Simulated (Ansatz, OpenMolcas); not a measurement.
## Heat of formation of C2H5N (aziridine) from total energies

C2H5N has 8 atoms, charge 0, and is taken as a singlet. SMILES: `C1CN1`. The shape is that of a PBE0-D4/def2-TZVP optimisation.

Total energies at B3LYP/6-31G* (spherical functions) (OpenMolcas 26.06); the atoms run unrestricted:

```tsv
species	state	energy (Eh)
C2H5N	singlet	-133.916433
C	triplet	-37.844694
N	quartet	-54.582875
H	doublet	-0.500273
```

Harmonic wavenumbers at PBE0-D4/def2-TZVP, in cm⁻¹: 780, 903, 908, 922, 1005, 1117, 1122, 1153, 1255, 1271, 1308, 1491, 1527, 3125, 3131, 3205, 3219, 3544.

Measured heats of formation of the gaseous atoms at 298.15 K, in kJ/mol: C 716.9, N 472.4, H 218.0. Take 1 Eh = 2625.50 kJ/mol, 1 cm⁻¹ = 0.0119627 kJ/mol, RT = 2.479 kJ/mol.

Question: What heat of formation follows?

Answer: 
1. Electronic atomisation energy: 2 × (-37.844694) + (-54.582875) + 5 × (-0.500273) − (-133.916433) = 1.142805 Eh = 3000.4 kJ/mol.
2. Zero-point energy: half the sum of the wavenumbers, 15493 cm⁻¹ = 185.3 kJ/mol.
3. Thermal vibrational enthalpy, Σ hcν̃/(exp(hcν̃/kT) − 1): 1.0 kJ/mol. Translation, rotation and pV of a non-linear molecule: 4 RT = 9.9 kJ/mol.
4. The 8 free atoms carry 5/2 RT each: 49.6 kJ/mol.
5. Atomisation enthalpy at 298 K: 3000.4 − 185.3 − 1.0 − 9.9 + 49.6 = 2853.8 kJ/mol.
6. Sum of the atoms' heats of formation: 2996.2 kJ/mol. Heat of formation: 2996.2 − 2853.8 = +142.4 kJ/mol.

The tabulated value is +126.5 kJ/mol (CRC Handbook of Chemistry and Physics), so this level is off by +15.9 kJ/mol, or 0.6 % of the atomisation enthalpy. Anharmonicity and any spin-orbit splitting of the molecule are left out.
